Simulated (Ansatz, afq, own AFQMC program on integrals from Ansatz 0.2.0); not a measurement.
**Where AFQMC and coupled cluster stand for BNH$_{2}$, singlet**

```yaml
atoms:
  - { symbol: B, position_ang: [0.0000, 0.0000, 0.7779] }
  - { symbol: N, position_ang: [0.0000, 0.0000, -0.4561] }
  - { symbol: H, position_ang: [0.0000, 0.8509, -1.0026] }
  - { symbol: H, position_ang: [0.0000, -0.8509, -1.0026] }
```

Connectivity, by distances: B–NH2.

Basis cc-pVDZ. Only valence electrons are correlated. Ansatz 0.2.0 and our own AFQMC program on the same integrals; the CISD trial comes from CCSD amplitudes, and released means the phaseless constraint is let go. Error bars are statistical, one sigma.

Determinant: RHF, the one that the program's search chose, which needn't be the lowest solution. The geometry is a point of a scan.

No full CI on the walks' own integrals is used here; CCSDT(Q) serves as the reference and is uncertain by about the last step of the cluster series.

Cautions: restricted determinant unstable towards unrestricted (UHF 38 meV lower, ⟨S²⟩ 0.23).

```
T1 diagnostic                               : 0.0126
weight of the determinant in the CISD state : 0.889
size of the correlated space                : 10 electrons in 36 orbitals
```

| level | correlation energy (eV) |
| --- | --- |
| MP2 | -6.2314 |
| CCSD | -6.9465 |
| CCSD(T) | -7.1362 |

(1) Estimate where AFQMC with the constraint released lies against CCSD(T) on the same integrals.

(1) 1.06 ± 0.54 mEh below CCSD(T). The gap is under twice the noise, so this walk alone can't tell the two apart.

Reference: CCSDT(Q), correlation energy -7.167 eV. The released energy is read at 2.40 1/Eh (meV from the phaseless value at times in 1/Eh: -26 ± 10 at 0.24, -19 ± 9 at 0.51, -15 ± 8 at 0.99, -26 ± 13 at 1.62, -17 ± 15 at 2.40).

```json
{"level": "CCSD(T)", "E − E(reference) (mEh)": "1.14", "share of correlation (%)": "99.57"}
{"level": "CCSDT", "E − E(reference) (mEh)": "0.54", "share of correlation (%)": "99.79"}
{"level": "ph-AFQMC/CISD", "E − E(reference) (mEh)": "0.70 ± 0.38", "share of correlation (%)": "99.73"}
{"level": "released AFQMC", "E − E(reference) (mEh)": "0.08 ± 0.54", "share of correlation (%)": "99.97"}
```

A walk keeps the symmetry of its determinant, which the program's search chose and which needn't be the lowest solution, so a lower state of the same spin and another symmetry isn't excluded. Released energies are given only where the last usable release times agree within the noise; a slower fall can still hide under it.
